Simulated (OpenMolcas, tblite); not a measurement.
## How methods differ on CH8BN (SMILES [BH3-][NH2+]C)

CH8BN has 11 atoms, charge 0, and is taken as a singlet. SMILES: `[BH3-][NH2+]C`. Geometry: relaxed at PBE0-D4/def2-TZVP.

Quantity: the dipole moment, in D. The values are calculated.

```json
{"level": "IPEA1-xTB", "kind": "semi-empirical", "program": "tblite", "value (D)": "6.84", "CPU time": "under 2 s"}
{"level": "HF/cc-pVDZ", "kind": "Hartree–Fock", "program": "OpenMolcas", "value (D)": "5.62", "CPU time": "10 s"}
{"level": "SVWN5/cc-pVDZ", "kind": "LDA", "program": "OpenMolcas", "value (D)": "5.43", "CPU time": "42 s"}
{"level": "BLYP/cc-pVDZ", "kind": "GGA", "program": "OpenMolcas", "value (D)": "5.39", "CPU time": "57 s"}
{"level": "M06-L/cc-pVDZ", "kind": "meta-GGA", "program": "OpenMolcas", "value (D)": "5.48", "CPU time": "71 s"}
{"level": "B3LYP/cc-pVDZ", "kind": "global hybrid", "program": "OpenMolcas", "value (D)": "5.45", "CPU time": "56 s"}
{"level": "BHLYP/cc-pVDZ", "kind": "global hybrid", "program": "OpenMolcas", "value (D)": "5.51", "CPU time": "54 s"}
```

The values span 5.39 to 6.84 D. Magnitudes only. Times are those of the runs behind each value, whatever else they computed, on shared processors of several kinds: orders of magnitude only.
